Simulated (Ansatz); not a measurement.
`C=[CH][AlH2]` and `C=C[SiH3]` differ in one atom or group.

Ansatz, PBE0-D4/def2-TZVP geometries, multiplicity 1. 

| property | `C=[CH][AlH2]` |
| --- | --- |
| LUMO energy (PBE/def2-TZVPP) / eV | -2.49 |
| HOMO energy (ωB97M-V/def2-TZVPP) / eV | -10.32 |
| vertical ionisation energy (CCSD(T)/CBS(def2)) / eV | 10.63 |
| HOMO–LUMO gap (PBE0/def2-TZVPP) / eV | 6.43 |
| size of the dipole moment (ωB97M-V/def2-TZVPP) / D | 0.84 |
| HOMO energy (PBE0/def2-TZVPP) / eV | -8.09 |

**Question.** Give the same properties after the change, and the shifts. (An estimate is asked.)

**Answer.** Ansatz gave: 
```tsv
property	`C=C[SiH3]`	shift
LUMO energy (PBE/def2-TZVPP) / eV	-1.51	0.98
HOMO energy (ωB97M-V/def2-TZVPP) / eV	-10.25	0.07
vertical ionisation energy (CCSD(T)/CBS(def2)) / eV	10.58	-0.05
HOMO–LUMO gap (PBE0/def2-TZVPP) / eV	7.53	1.10
size of the dipole moment (ωB97M-V/def2-TZVPP) / D	0.76	-0.08
HOMO energy (PBE0/def2-TZVPP) / eV	-8.01	0.08
```

With PBE0 the HOMO rises by 0.08 eV and the LUMO rises by 1.18 eV, so the gap widens by about 1.10 eV. PBE moves the HOMO by -0.10 eV and ωB97M-V by 0.07 eV. The zero-point energy changes by 31.5 kJ/mol with +3 modes. Dipoles are sizes alone; their direction can turn.
